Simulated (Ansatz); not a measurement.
## PH3F+ (SMILES F[PH3+]): the energy, rung by rung

PH3F+ has 5 atoms, charge +1, and is taken as a singlet. As SMILES, `F[PH3+]`. The coordinates come from a GFN2-xTB relaxation.

```jsonl
{"atom": "F", "x (Å)": "-1.3655", "y (Å)": "0.2504", "z (Å)": "0.3411"}
{"atom": "P", "x (Å)": "0.1226", "y (Å)": "-0.0224", "z (Å)": "-0.0307"}
{"atom": "H", "x (Å)": "0.0382", "y (Å)": "-0.4286", "z (Å)": "-1.3494"}
{"atom": "H", "x (Å)": "0.4861", "y (Å)": "-1.0083", "z (Å)": "0.8681"}
{"atom": "H", "x (Å)": "0.7186", "y (Å)": "1.2089", "z (Å)": "0.1708"}
```

Quantity: the energy change with the P2–H5 bond stretched from 1.383 to 2.074 Å, in eV. The values are calculated.

```
                        level                    kind  program  value (eV)  less FCI/STO-3G
       HF/STO-3G (restricted)            Hartree–Fock   Ansatz        3.35            +1.07
      PBE/STO-3G (restricted)                     GGA   Ansatz        2.07            -0.21
   r2SCAN/STO-3G (restricted)                meta-GGA   Ansatz        2.31            +0.03
    B3LYP/STO-3G (restricted)           global hybrid   Ansatz        2.35            +0.07
CAM-B3LYP/STO-3G (restricted)  range-separated hybrid   Ansatz        2.58            +0.30
  RPA@PBE/STO-3G (restricted)                     RPA   Ansatz        2.20            -0.08
 CCSDT(Q)/STO-3G (restricted)   coupled cluster or CI   Ansatz        2.28             0.00
   CCSDTQ/STO-3G (restricted)   coupled cluster or CI   Ansatz        2.28             0.00
                   FCI/STO-3G      exact in the basis   Ansatz        2.28             0.00
```

FCI/STO-3G is exact within its basis and frozen core, so for wave-function methods in that basis the difference is their error; functionals converge differently with the basis, so for them it is only a difference. A spin-restricted reference rises too steeply as a bond breaks; here HF/STO-3G lie well above the multireference or unrestricted value. The first shape isn't each level's own minimum. The values span 2.07 to 3.35 eV. All rows use very small basis sets, so none should be taken for the real molecule's value.
